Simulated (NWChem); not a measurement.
# thiophene (C$_{4}$H$_{4}$S); SMILES c1ccsc1

All runs: NWChem. Each level has its own optimisation; frequencies are unscaled. Brackets give each atom's bonded neighbours.

For level PBE/def2-SVP:

```
Item                               Value
---------------------------------  -----
r C–C [C(CCH)–C(CHS)] (Å)          1.382
highest harmonic frequency (cm⁻¹)   3191
lowest (cm⁻¹)                        451
zero-point energy (kcal/mol)        40.7
dipole (D)                          0.37
```

Task: How do the values read with level Hartree-Fock/STO-3G instead?

Result: The r C–C [C(CCH)–C(CHS)] (Å) is 1.335. The highest harmonic frequency (cm⁻¹) is 3770, the lowest (cm⁻¹) is 496 and the zero-point energy (kcal/mol) comes out as 49.3. The dipole (D) comes out as 0.10.
